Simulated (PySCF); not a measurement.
Compound: C4H4FN.
InChI=1S/C4H4FN/c5-4(3-6)1-2-4/h1-2H2

The calculation used TDDFT B3LYP/def2-SVPD, vertical, gas phase, core orbitals frozen in the response (PySCF). Isolated species at its PBE0-D3(BJ)/def2-SVP geometry, gas phase.

Orbital energies (eV): HOMO-3 -10.40, HOMO-2 -10.03, HOMO-1 -9.60, HOMO -8.56, LUMO -0.57, LUMO+1 0.04, LUMO+2 0.26.

**Question.** Among the lowest singlets, which states do these configurations lead, and at what energies: HOMO→LUMO, HOMO→LUMO+2, HOMO-3→LUMO?

**Answer.** 

```csv
state,leading configuration,weight,Δε (eV),E (eV),E − Δε (eV),f,other configurations
S1,HOMO→LUMO,0.96,7.98,6.47,-1.51,0.0002,–
S3,HOMO→LUMO+2,0.92,8.82,7.83,-0.99,0.026,–
S6,HOMO-3→LUMO,0.66,9.82,8.25,-1.58,0.0008,"H-1→L+1 (13%), H-2→L+1 (8%)"
```

E − Δε runs from -1.58 to -0.99 eV. Among themselves, these states come in the order of their orbital differences. Δε is the difference of the two orbital energies.

H and L stand for HOMO and LUMO. The other states: S2 7.45 eV, f 0.046, H→L+1 (55%), H-1→L (30%), H-2→L (10%); S4 7.96 eV, f 0.024, H-1→L (54%), H-2→L (37%); S5 8.02 eV, f 0.0025, H-2→L+1 (38%), H-1→L+1 (36%), H-3→L (15%); S7 8.53 eV, f 0.070, H→L+3 (67%), H→L+1 (12%), H-3→L+1 (9%); S8 8.60 eV, f 0.0004, H→L+4 (77%); S9 8.68 eV, f 0.096, H-4→L (26%), H→L+3 (19%), H-1→L+2 (19%); S10 8.71 eV, f 0.0013, H-2→L+1 (42%), H-1→L+1 (39%), H→L+4 (12%).

**Question.** Which computed triplets share their leading configuration (75% or more) with a singlet, and how far apart are the partners?

**Answer.** 

```tsv
configuration	triplet	E(T) (eV)	singlet	E(S) (eV)	E(S) − E(T) (eV)
HOMO→LUMO	T2	6.04	S1	6.47	+0.43
```

The 4 triplets are Tamm–Dancoff values, the singlets full response.

Summed over the main configurations (up to three a state, each over 8%) of all 10 singlets, the electron leaves HOMO with weight 4.29, HOMO-1 with weight 1.90, HOMO-2 with weight 1.36 and HOMO-3 with weight 0.90.

All these states lie below the vertical ionisation energy of 10.94 eV (ΔSCF).
